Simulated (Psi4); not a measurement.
**Cl2 (chlorine) at TPSS/def2-SVPD (sweep point 2)**

We compute a structure relaxation of Cl2 (chlorine). 

The calculation is run with Psi4 1.11.

3 further runs of the same task are left out: 3 set aside as unsound or not needed.

## 1. The molecule

Cl2: 2 atoms, total charge 0, spin state singlet. SMILES: `ClCl`. Geometry: relaxed at GFN2-xTB. The run starts from this shape.

Bond lengths: Cl1–Cl2 2.016 Å.

## 2. A structure relaxation at TPSS/def2-SVPD (sweep point 2)

calc.in

```
memory 1600 mb

molecule molecule1 {
  Cl     0.859850    -0.286310     0.440860
  Cl    -0.859850     0.286310    -0.440860
  symmetry c1
}

set {
  puream true
  scf_type pk
  dft_radial_points 99
  dft_spherical_points 590
  g_convergence gau_tight
  geom_maxiter 50
}

optimize('tpss/def2-SVPD')
print_variables()
```

Launch:

```
$ psi4 calc.in calc.out -n 1
```

**Question.** What will come out? Wanted: total energy at the end; dipole moment; HOMO energy; LUMO energy; HOMO–LUMO gap; bond length.

Answer, from the run:

Level: TPSS/def2-SVPD (sweep point 2).

| quantity | value |
| --- | --- |
| total energy at the end | -920.12172 Eh |
| dipole moment | 0.00 D |
| HOMO energy | -7.77 eV |
| LUMO energy | -5.03 eV |
| HOMO–LUMO gap | 2.73 eV |
| bond length | 2.065 Å |

What this shows: At the final geometry: Bond lengths: Cl1–Cl2 2.065 Å. The optimisation took 6 steps and changed the energy by -0.019 eV.
